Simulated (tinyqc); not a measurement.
Worked calculation: RKS/exchange-only LDA in the sto-3g basis, for HF, spin multiplicity 1. One step of it, computed by the program tinyqc.

Question. Iteration 2: DIIS coefficients. Solve [B -1; -1 0][c; lambda] = [0; -1] for the coefficients, which sum to one.

B (overlaps of the stored error matrices):
```
                1               2
1   4.2421313e-01  -4.2397115e-01
2  -4.2397115e-01   9.8131690e-01
```

Give: DIIS coefficients.

Answer.

DIIS coefficients: 0.6236  0.3764
